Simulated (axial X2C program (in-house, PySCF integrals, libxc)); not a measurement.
# Low determinants of AlC at the PBE0 level, 2c

Computed with an in-house all-electron X2C program for linear molecules (integrals from PySCF). Two-component (2c) means X2C with spin–orbit coupling and atomic mean-field two-electron Coulomb and Gaunt terms. Basis: Al dyall-v3z [8s8p2d1f], C dyall-v3z [7s6p2d1f] (cores contracted in-house); Gaussian nuclei, density fitting, unrestricted open shells. Masses: Al 26.982 u, C 12.000 u.

Search at 1.979 Å (vertical energies from the lowest determinant):

```json
{"ΔE (eV)": "0.00", "state": "Ω = 3/2", "electrons beyond evenly filled partner blocks": "ω = 3/2", "electrons in ±ω = 1/2, 3/2, 5/2, 7/2": "16 3 0 0"}
{"ΔE (eV)": "0.50", "state": "Ω = 1/2", "electrons beyond evenly filled partner blocks": "2 × ω = -1/2, ω = 3/2", "electrons in ±ω = 1/2, 3/2, 5/2, 7/2": "16 3 0 0"}
{"ΔE (eV)": "1.31", "state": "Ω = 1/2", "electrons beyond evenly filled partner blocks": "ω = 1/2", "electrons in ±ω = 1/2, 3/2, 5/2, 7/2": "17 2 0 0"}
{"ΔE (eV)": "1.31", "state": "Ω = 5/2", "electrons beyond evenly filled partner blocks": "2 × ω = 1/2, ω = 3/2", "electrons in ±ω = 1/2, 3/2, 5/2, 7/2": "16 3 0 0"}
{"ΔE (eV)": "1.32", "state": "Ω = 1/2", "electrons beyond evenly filled partner blocks": "ω = 1/2", "electrons in ±ω = 1/2, 3/2, 5/2, 7/2": "15 4 0 0"}
{"ΔE (eV)": "3.22", "state": "Ω = 5/2", "electrons beyond evenly filled partner blocks": "ω = -1/2, 2 × ω = 3/2", "electrons in ±ω = 1/2, 3/2, 5/2, 7/2": "15 4 0 0"}
{"ΔE (eV)": "3.86", "state": "Ω = 7/2", "electrons beyond evenly filled partner blocks": "ω = 1/2, 2 × ω = 3/2", "electrons in ±ω = 1/2, 3/2, 5/2, 7/2": "15 4 0 0"}
```

Lowest determinant, Ω = 3/2 (⟨Sz⟩ = 1.50, ⟨Lz⟩ = 0.00 at PBE0): Re = 1.972 Å, ωe = 638.5 cm⁻¹.

The determinant in row 2 of the search, Ω = 1/2 (⟨Sz⟩ = 0.50, ⟨Lz⟩ = 0.00 at PBE0), was followed along the bond at PBE0; measured from the minimum of the lowest determinant it gives:

Te = 0.502 eV (4053 cm⁻¹), Re = 1.961 Å, ωe = 652.7 cm⁻¹.

Problem. Compare the bond of the determinant in row 2 with that of the lowest one.

Solution. At PBE0 its Re is 0.011 Å shorter and its force constant, which goes as ωe², is 1.04 times that of the lowest determinant. This determinant mixes spin states, so it has no term energy of its own.

The search compares states at one distance, so a state with another bond length can lie lower; it is not exhaustive and yields mostly the lowest determinant of each block pattern, so other components and higher states of one pattern are missing. These are energies of single determinants, not of spin-adapted states; PBE0 term energies can be off by some tenths of an eV, and the functional has no current term.
